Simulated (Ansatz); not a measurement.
in.yaml

```yaml
crystal:
  periodic: [false, false, false]
  atoms:
    - {symbol: Al, position_ang: [0.000000, -0.032580, 0.511952]}
    - {symbol: N, position_ang: [0.000000, 0.026654, -1.100934]}
    - {symbol: H, position_ang: [0.000000, 0.130790, 2.675793]}
    - {symbol: H, position_ang: [0.000000, -0.124864, -2.086811]}
basis:
  gaussian: {orbitals: cc-pVDZ}
correlation: {method: fic_mrcisd_q, electrons: outside_noble_gas, active_space: {window: {electrons: 2, orbitals: 2}}}
```

```sh
$ ansatz run in.yaml --threads 1 --pin off --events-out ev --progress --plain --max-ram 2393MiB
```

Log:

```
404 factors; integrals over basis functions are off by at most 1.3e-3 eV
mean field evaluation 1: about -8086.7374 eV, gradient 4.7e1 eV
mean field evaluation 2: about -8086.7389 eV, gradient 4.7e1 eV
mean field evaluation 4: about -8092.6803 eV, gradient 4.1e0 eV
mean field evaluation 8: about -8092.7713 eV, gradient 7.2e-4 eV
mean field -8092.77134918 eV, -297.4038616051 hartree, gradient 2.2e-6 eV, S^2 0.000000; 0 other end points of the search recorded, 0 dependent functions left out; unrestricted orbitals would lower it
reference -8092.77134918 eV, -297.4038616051 hartree; 11, 11 occupied and 31, 31 virtual orbitals, 404 factors
state -8093.56763733 eV, -297.4331246546 hartree
contracted CI cycle   1: correlation 0.00000000 eV, 0.0000000000 hartree, residual 2.26e1 eV
contracted CI cycle   2: correlation -5.65571925 eV, -0.2078438487 hartree, residual 4.09e0 eV
contracted CI cycle   3: correlation -5.94687845 eV, -0.2185437521 hartree, residual 1.35e0 eV
contracted CI cycle   4: correlation -5.97982126 eV, -0.2197543781 hartree, residual 4.48e-1 eV
contracted CI cycle   5: correlation -5.98402969 eV, -0.2199090349 hartree, residual 1.45e-1 eV
contracted CI cycle   6: correlation -5.98445261 eV, -0.2199245771 hartree, residual 4.46e-2 eV
contracted CI cycle   7: correlation -5.98449427 eV, -0.2199261078 hartree, residual 2.04e-2 eV
contracted CI cycle   8: correlation -5.98450597 eV, -0.2199265378 hartree, residual 1.22e-2 eV
contracted CI cycle   9: correlation -5.98451006 eV, -0.2199266883 hartree, residual 5.98e-3 eV
contracted CI cycle  10: correlation -5.98451068 eV, -0.2199267110 hartree, residual 1.76e-3 eV
contracted CI cycle  11: correlation -5.98451073 eV, -0.2199267128 hartree, residual 6.43e-4 eV
state -8093.56763733 eV, -297.4331246546 hartree; corrected -8100.15746040 eV, -297.6752961859 hartree
state -8093.38749059 eV, -297.4265043839 hartree
contracted CI cycle   1: correlation 0.00000000 eV, 0.0000000000 hartree, residual 2.21e1 eV
contracted CI cycle   2: correlation -5.65259008 eV, -0.2077288540 hartree, residual 4.64e0 eV
contracted CI cycle   3: correlation -6.01241453 eV, -0.2209521586 hartree, residual 1.48e0 eV
contracted CI cycle   4: correlation -6.05681154 eV, -0.2225837186 hartree, residual 5.00e-1 eV
contracted CI cycle   5: correlation -6.06212335 eV, -0.2227789239 hartree, residual 1.83e-1 eV
contracted CI cycle   6: correlation -6.06281717 eV, -0.2228044214 hartree, residual 7.03e-2 eV
contracted CI cycle   7: correlation -6.06291778 eV, -0.2228081189 hartree, residual 3.04e-2 eV
contracted CI cycle   8: correlation -6.06293435 eV, -0.2228087278 hartree, residual 1.18e-2 eV
contracted CI cycle   9: correlation -6.06293713 eV, -0.2228088301 hartree, residual 4.80e-3 eV
contracted CI cycle  10: correlation -6.06293758 eV, -0.2228088465 hartree, residual 1.75e-3 eV
contracted CI cycle  11: correlation -6.06293765 eV, -0.2228088489 hartree, residual 6.69e-4 eV
state -8093.38749059 eV, -297.4265043839 hartree; corrected -8100.14695110 eV, -297.6749099762 hartree
state -8093.56763733 eV, -297.4331246546 hartree; corrected -8100.15746040 eV, -297.6752961859 hartree
2 active orbitals were swapped for others, from the solution at -8093.38748152 eV, -297.4265040507 hartree to that at -8093.56762006 eV, -297.4331240202 hartree; typed "places" are swapped only where nearly empty or full, and so, without "given_window_search", are "orbital_numbers", "shells" and a window whose orbitals a file names under [Active]
Total energy: -8100.15746040 eV, -297.6752961859 hartree
```

Natural occupations: 1.9020 0.0980.

Ran on 1 thread of Arm Neoverse V1, shared host: 1.4 s wall, 0.21 GiB peak host memory.
